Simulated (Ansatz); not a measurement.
Results of BLYP in Ansatz (PAW) for α-phase B.

Settings: plane-wave cutoff 520 eV, 8×8×8 k mesh, Fermi–Dirac smearing 0.01 eV, scalar-relativistic PAW data made under PBE.

Computed at the level's own relaxed cell.

```
CELL_PARAMETERS angstrom
      4.43268    -2.47056    -0.00637
      4.43268     2.47056    -0.00637
      3.06153     0.00000     4.04714
ATOMIC_POSITIONS crystal
  B  0.00902 0.65517 0.00902
  B  0.00902 0.00902 0.65517
  B  0.65517 0.00902 0.00902
  B  0.99098 0.34483 0.99098
  B  0.99098 0.99098 0.34483
  B  0.34483 0.99098 0.99098
  B  0.21916 0.63364 0.21916
  B  0.21916 0.21916 0.63364
  B  0.63364 0.21916 0.21916
  B  0.78084 0.36636 0.78084
  B  0.78084 0.78084 0.36636
  B  0.36636 0.78084 0.78084
```

Q: List the 27 lowest band energies at Γ above −25 eV (eV, relative to the valence band maximum), grouping those that round alike.

A: At Γ: -15.63, -10.10, -9.87 (×2), -8.54, -8.01 (×2), -7.72, -6.12 (×2), -5.94, -5.05, -4.02 (×2), -1.07, -0.71 (×2), -0.33, 1.94, 4.64 (×2), 4.96 (×2), 6.82, 8.09 (×2), 9.16.

Ansatz is a first-principles code.
